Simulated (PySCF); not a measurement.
B3LYP has the VWN-RPA correlation part, as in Gaussian. 

## C₂H₆S, SMILES `S(C)C` (charge 0, multiplicity 1)

All values below come from PySCF with B3LYP-D3(BJ)/def2-TZVP.

```json
{
 "HOMO": "-6.03 eV",
 "dipole_moment": "1.55 D",
 "HOMO–LUMO gap": "6.71 eV",
 "LUMO": "0.68 eV",
 "total_energy": "-13009.46 eV",
 "cost": "roughly 20 core-seconds"
}
```

Bonded distances (Å): C1–S2 1.811, C1–H4 1.091, C1–H5 1.089, C1–H6 1.091, S2–C3 1.811, C3–H7 1.091, C3–H8 1.091, C3–H9 1.089. Bond angles (°): S2–C1–H4 111.1, S2–C1–H5 107.2, S2–C1–H6 111.1, H4–C1–H5 108.9, H4–C1–H6 109.7, H5–C1–H6 108.9, C1–S2–C3 99.3, S2–C3–H7 111.1, S2–C3–H8 111.1, S2–C3–H9 107.2, H7–C3–H8 109.7, H7–C3–H9 108.9, H8–C3–H9 108.9.
